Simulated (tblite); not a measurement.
1-methylimidazole, C₄H₆N₂.
Bonds: C1–N2, N2–C3 (aromatic), C3–C4 (aromatic), C4–N5 (aromatic), N5–C6 (aromatic), N2–C6 (aromatic). Hydrogens: H7, H8, H9 on C1; H10 on C3; H11 on C4; H12 on C6.

Computed with GFN2-xTB (tblite), gas phase: Langevin dynamics at 200 K from the optimised GFN2-xTB geometry, time step 0.5 fs, friction 0.01 fs⁻¹, 2000 steps. The instantaneous temperature is 2·E(kin)/(3Nk) with all 3N coordinates.

| t (fs) | T (K) | E(pot) above start (eV) | C1–N2 (Å) | N2–C3 (Å) | C3–C4 (Å) | C4–N5 (Å) | N5–C6 (Å) | C1–H7 (Å) |
| --- | --- | --- | --- | --- | --- | --- | --- | --- |
| 0 | 174 | 0.000 | 1.434 | 1.367 | 1.365 | 1.357 | 1.304 | 1.093 |
| 50 | 117 | 0.231 | 1.396 | 1.403 | 1.346 | 1.366 | 1.302 | 1.132 |
| 100 | 128 | 0.126 | 1.421 | 1.387 | 1.360 | 1.355 | 1.289 | 1.087 |
| 150 | 105 | 0.160 | 1.446 | 1.377 | 1.366 | 1.364 | 1.293 | 1.120 |
| 200 | 108 | 0.192 | 1.430 | 1.341 | 1.361 | 1.350 | 1.325 | 1.079 |
| 250 | 98 | 0.223 | 1.437 | 1.414 | 1.369 | 1.353 | 1.304 | 1.102 |
| 300 | 209 | 0.268 | 1.394 | 1.396 | 1.367 | 1.375 | 1.305 | 1.085 |
| 350 | 228 | 0.328 | 1.436 | 1.387 | 1.382 | 1.380 | 1.295 | 1.102 |
| 400 | 238 | 0.177 | 1.436 | 1.353 | 1.381 | 1.394 | 1.303 | 1.094 |
| 450 | 203 | 0.375 | 1.483 | 1.346 | 1.372 | 1.413 | 1.312 | 1.094 |
| 500 | 164 | 0.341 | 1.456 | 1.376 | 1.419 | 1.348 | 1.272 | 1.123 |
| 550 | 221 | 0.223 | 1.476 | 1.366 | 1.373 | 1.364 | 1.331 | 1.053 |
| 600 | 180 | 0.282 | 1.485 | 1.362 | 1.339 | 1.370 | 1.327 | 1.121 |
| 650 | 132 | 0.359 | 1.462 | 1.393 | 1.394 | 1.336 | 1.282 | 1.085 |
| 700 | 201 | 0.269 | 1.462 | 1.408 | 1.375 | 1.374 | 1.296 | 1.101 |
| 750 | 102 | 0.235 | 1.447 | 1.413 | 1.352 | 1.363 | 1.297 | 1.096 |
| 800 | 99 | 0.132 | 1.476 | 1.373 | 1.362 | 1.369 | 1.316 | 1.094 |
| 850 | 122 | 0.125 | 1.463 | 1.340 | 1.362 | 1.378 | 1.320 | 1.083 |
| 900 | 133 | 0.192 | 1.480 | 1.348 | 1.382 | 1.364 | 1.322 | 1.085 |
| 950 | 146 | 0.265 | 1.444 | 1.389 | 1.384 | 1.314 | 1.310 | 1.086 |
| 1000 | 197 | 0.188 | 1.423 | 1.402 | 1.369 | 1.341 | 1.303 | 1.103 |

Q: From 500 fs on, how do temperature and potential energy compare with equipartition?

A: The mean temperature of these 11 frames is 154 K against the target 200 K, and the mean potential energy 0.24 eV against 30 × kT/2 = 0.26 eV for 30 classical harmonic modes. For 12 atoms in a canonical ensemble the temperature itself scatters by T·√(2/(3N)) = 47 K; here its standard deviation is 39 K. These frames run colder than the target by 23 %; at their own mean temperature equipartition would give 0.20 eV. The whole run lasts only 10 friction times of 100 fs, so these averages carry a wide statistical error.

Q: What are the kinetic and total energies of the listed frame with the highest potential energy?

A: The one at 450 fs, 0.375 eV above the start. Its kinetic energy is 3NkT/2 = 0.315 eV at 203 K, so the sum is 0.69 eV; over the listed frames the sum runs from 0.27 to 0.69 eV, since the thermostat adds and removes energy.

Q: How much do the listed bonds fluctuate from 500 fs on?

A: 
```json
{"bond": "C1–N2", "at the start (Å)": "1.434", "mean (Å)": "1.461", "standard deviation (Å)": "0.018"}
{"bond": "N2–C3", "at the start (Å)": "1.367", "mean (Å)": "1.379", "standard deviation (Å)": "0.023"}
{"bond": "C3–C4", "at the start (Å)": "1.365", "mean (Å)": "1.374", "standard deviation (Å)": "0.021"}
{"bond": "C4–N5", "at the start (Å)": "1.357", "mean (Å)": "1.356", "standard deviation (Å)": "0.019"}
{"bond": "N5–C6", "at the start (Å)": "1.304", "mean (Å)": "1.307", "standard deviation (Å)": "0.018"}
{"bond": "C1–H7", "at the start (Å)": "1.093", "mean (Å)": "1.094", "standard deviation (Å)": "0.018"}
```

The motion is classical and holds no zero-point motion.

What follows is the cost of the whole dynamics run. On one thread, Intel Xeon Platinum 8259CL at 2.50 GHz (x86_64), no GPU, shared host with 96 logical CPUs at a one-minute load of 9.0, this took 10 s and 0.18 GiB of memory at its peak.
